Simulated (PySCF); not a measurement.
Gas-phase reaction: 3 O2 + 4 BH2 = 2 B(OH)3 + 2 BH

Computed with PySCF and rigid-rotor harmonic-oscillator thermochemistry at 1 bar. S°(298 K) at PBE0/def2-TZVP differs from the NASA 1993 table for BH2 (+14 J/mol/K); whether the harmonic model or the table's entry is off was not settled. † marks an energy on the PBE0/def2-TZVP geometry and frequencies; other levels use their own. CCSD(T) freezes the core. 6-31G* has spherical d functions here. Open shells (unrestricted): O2 (multiplicity 3), BH2 (multiplicity 2); the rest are closed-shell singlets. CCSD(T) isn't extrapolated to the basis-set limit; its ΔH°(298 K) is -2303.4 kJ in def2-SVP and -2370.9 kJ in def2-TZVPP. The harmonic model lacks anharmonicity and excited electronic states, which grow with temperature; levels with a mode under 35 cm⁻¹ are left out. Internal rotation in B(OH)3 is treated as a harmonic vibration of one conformer, which makes the entropy rough.

| level | ΔE electronic, kJ | ΔH°(298 K), kJ | ΔS°(298 K), J/K | ΔG°(1000 K), kJ |
|---|---|---|---|---|
| CCSD(T)/def2-SVP† | -2387 | -2303 | -507 | -1797 |
| CCSD(T)/def2-TZVPP† | -2455 | -2371 | -507 | -1865 |
| HF/6-31G* | -1972 | -1885 | -511 | -1373 |
| PBE/def2-SVP | -2244 | -2162 | -506 | -1657 |
| PBE/def2-TZVP† | -2241 | -2157 | -507 | -1651 |
| PBE0/def2-TZVP | -2292 | -2208 | -507 | -1702 |
| LDA/def2-TZVP† | -2548 | -2464 | -507 | -1958 |
ΔH° is lowest at LDA/def2-TZVP† and highest at HF/6-31G*. No reference value is set beside these.
